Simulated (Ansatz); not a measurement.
A calculation with Ansatz (development build ahead of 0.2.0).

```yaml
crystal:
  periodic: [false, false, false]
  atoms:
    - { symbol: S, position_ang: [0.0, 0.0, -0.11234] }
    - { symbol: H, position_ang: [0.0, 1.04925, 0.89872] }
    - { symbol: H, position_ang: [0.0, -1.04925, 0.89872] }
basis:
  gaussian: { orbitals: cc-pVTZ }
hamiltonian:
  xc: hf
```

The input is written out in the form of the current development build from the run's settings.

The run gave:

```
Converged                       : yes
Total energy                    : -398.69886 hartree
Spin squared of the determinant : 0.000
```
